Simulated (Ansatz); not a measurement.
## [CH$_{3}$···H···Cl], doublet: transfer scan

Starting geometry:

```xyz
6

C    -1.9353    0.0000    0.0000
H    -2.2985    1.0273    0.0000
H    -2.2985   -0.5137    0.8897
H    -2.2985   -0.5137   -0.8897
H    -0.8457    0.0000    0.0000
Cl    0.8757    0.0000    0.0000
```

From there H5 is moved from one fragment to the other while all else, the fragments' distance too, stays fixed; atoms are numbered as listed. Energies are in kJ/mol, counted from the starting geometry at the same level. Kohn–Sham curves are unrestricted where that lies lower.

Basis cc-pVDZ; Ansatz 0.2.0. Correlated methods freeze the noble-gas cores. R marks a restricted (for open shells ROHF) determinant, U an unrestricted one. Active spaces: valence = (15e, 12o) chosen from the atoms' valence shells.

Runs in a small pair space aren't shown, since their orbitals change along the scan.

Full CI isn't at hand for all of this; UCCSDT(Q) serves as the reference, and is uncertain by about the last step of the cluster series. The frozen core follows each run's orbitals, which can shift R against U totals by a few meV.

| distance C1-H5 (Å) | UCCSDT(Q) | curve A | curve B | curve C | curve D |
| --- | --- | --- | --- | --- | --- |
| 1.090 | 0.0 | 0.0 | 0.0 | 0.0 | 0.0 |
| 1.143 | 0.1 | 0.1 | 2.3 | -2.4 | -4.9 |
| 1.249 | 11.9 | 11.9 | 18.0 | 6.0 | -0.5 |
| 1.355 | 24.7 | 24.7 | 33.1 | 19.8 | 11.7 |
| 1.461 | 34.3 | 34.3 | 43.2 | 34.6 | 27.9 |

Problem. The curves come from B3LYP, CASSCF (valence space), RCCSDT(Q), revPBE. Compare each with UCCSDT(Q) and say which is which.

Solution. A: RCCSDT(Q), B: CASSCF (valence space), C: B3LYP, D: revPBE. Spread of the error against UCCSDT(Q), over the points where both stand: A 0.0, B 8.9, C 6.2, D 13.0 kJ/mol. 

In so small a basis the reference is far from its limit while semilocal and hybrid functionals are nearer theirs, so the functionals' errors here hold much of the reference's basis and frozen-core error, which can add to them or hide them.
